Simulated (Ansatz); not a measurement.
**PF3 (singlet): wave-function methods side by side, 6-31G***

Aim: climb from Hartree-Fock through coupled cluster and multireference methods for PF3 (singlet) at one geometry and basis, and see what each rung misses.

Method: 6-31G*, core rule «outside noble gas», up to 8 orbitals frozen; program: Ansatz 0.2.0, Gaussian basis.

Plan: UHF; CCSD(T) on RHF; BCCD(T) on RHF; CISD; CCSDT(Q) on RHF; CASSCF and MRCISD+Q, 20 electrons in 13 orbitals; CASSCF and MRCISD+Q(relaxed), 20 electrons in 13 orbitals; CASSCF and NEVPT2, 20 electrons in 13 orbitals.

14 further runs of the same task are left out: 4 for a known fault of the program, 1 that didn't finish, 9 set aside as unsound or not needed.

## Step 1: The system

The geometry is an MP2(full)/6-31G* stationary point (not a proven minimum).

4 atoms, charge 0, spin multiplicity 1.

Atoms are counted from 1 here; the program's logs count them from 0.

Bond lengths: P1–F2 1.593 Å, P1–F3 1.593 Å, P1–F4 1.593 Å. Angles: F2–P1–F3 97.6°, F2–P1–F4 97.6°, F3–P1–F4 97.6°.

## Step 2: UHF

Input file in.yaml:

```yaml
crystal:
  periodic: [false, false, false]
  atoms:
    - {symbol: P, position_ang: [0.000000, 0.000000, 0.510743]}
    - {symbol: F, position_ang: [0.000000, 1.383861, -0.277561]}
    - {symbol: F, position_ang: [1.198459, -0.691931, -0.277561]}
    - {symbol: F, position_ang: [-1.198459, -0.691931, -0.277561]}
basis:
  gaussian: {orbitals: "6-31G*"}
magnetization: {spin_polarized: true, initial_magnetization: 0}
hamiltonian: {xc: hf}
output: {orbitals: {seedname: orbitals}}
```

Command:

```bash
$ ansatz run in.yaml --threads 1 --pin off --events-out ev --progress --plain --max-ram 4096MiB --backend cpu
```

After this run come: CCSD(T) on RHF; BCCD(T) on RHF; CISD; CCSDT(Q) on RHF; CASSCF and MRCISD+Q, 20 electrons in 13 orbitals; CASSCF and MRCISD+Q(relaxed), 20 electrons in 13 orbitals; CASSCF and NEVPT2, 20 electrons in 13 orbitals.

Before running them: what should the planned runs give, taken together? Wanted: RCCSDT(Q) below the RHF energy; RMP2 from RCCSDT(Q); RCCSD from RCCSDT(Q); RCCSD(T) from RCCSDT(Q); NEVPT2 valence from RCCSDT(Q); MRCISD+Q valence from RCCSDT(Q); MRCISD+Q(relaxed) valence from RCCSDT(Q); T1 diagnostic; effectively unpaired electrons.

**Answer**, as computed:

| quantity | value |
| --- | --- |
| RCCSDT(Q) below the RHF energy | -17.6730 eV |
| RMP2 from RCCSDT(Q) | +15.72 kcal/mol |
| RCCSD from RCCSDT(Q) | +9.75 kcal/mol |
| RCCSD(T) from RCCSDT(Q) | +1.34 kcal/mol |
| NEVPT2 valence from RCCSDT(Q) | +41.35 kcal/mol |
| MRCISD+Q valence from RCCSDT(Q) | +9.05 kcal/mol |
| MRCISD+Q(relaxed) valence from RCCSDT(Q) | +7.13 kcal/mol |
| levels within 1 kcal/mol (43 meV) | RCCSDT |
| T1 diagnostic | 0.014 |
| effectively unpaired electrons | 0.01 |

What this shows: RCCSD(T) lands +1.34 kcal/mol from the yardstick (0.3 % of the correlation energy). One determinant dominates. Of the multireference levels listed MRCISD+Q(relaxed) valence comes nearest in total energy (+7.13 kcal/mol), which doesn't show that its space is the better one. These misses are within one basis, not against nature.
